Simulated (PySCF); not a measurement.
Cartesian coordinates (Å):
```xyz
4

N     -0.0034    -0.0017     0.3186
H     -0.5664    -0.7456    -0.1158
H     -0.3614     0.8649    -0.1057
H      0.9309    -0.1180    -0.0972
```
Charge 0, multiplicity 1.

Give the HOMO, dipole moment, total energy, HOMO–LUMO gap and LUMO at the level PySCF 2.14.0 with TPSSh-D3(BJ)/def2-TZVP // TPSS-D3(BJ)/def2-SVP.


| Quantity | Value |
|---|---|
| HOMO | -6.91 eV |
| dipole moment | 1.81 D |
| total energy | -56.5811 Ha |
| HOMO–LUMO gap | 7.59 eV |
| LUMO | 0.68 eV |
